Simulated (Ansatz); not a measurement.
CF+ (SMILES [C+]F): the energy, rung by rung

The species is CF+ (2 atoms), meant as a singlet with charge +1. SMILES: `[C+]F`. Geometry: optimised at PBE0/def2-SVP.

```xyz
2

C     0.4925   -0.1609    0.2533
F    -0.4925    0.1609   -0.2533
```

Each level gives the adiabatic electron affinity (to the doublet neutral, shapes relaxed at PBE0/def2-SVP, no zero-point term) (eV). The values are calculated.

The electron affinity is E(neutral) − E(anion): positive where the electron is bound.

| level | kind | program | value (eV) | less CCSD(T)/def2-TZVPP |
| --- | --- | --- | --- | --- |
| SVWN5/def2-TZVPP | LDA | Ansatz | 9.27 | +0.30 |
| r2SCAN/def2-TZVPP | meta-GGA | Ansatz | 9.40 | +0.43 |
| B3LYP/def2-TZVPP | global hybrid | Ansatz | 9.45 | +0.48 |
| CAM-B3LYP/def2-TZVPP | range-separated hybrid | Ansatz | 9.46 | +0.49 |
| B2PLYP/def2-TZVPP | double hybrid | Ansatz | 9.20 | +0.23 |
| RPA@PBE/def2-TZVPP | RPA | Ansatz | 9.27 | +0.30 |
| MP2/def2-TZVPP | perturbation theory | Ansatz | 8.93 | -0.04 |
| CCSD(T)/def2-TZVPP | coupled cluster or CI | Ansatz | 8.97 | 0.00 |

CCSD(T)/def2-TZVPP is the highest level here, not the true value. The values span 8.93 to 9.46 eV.
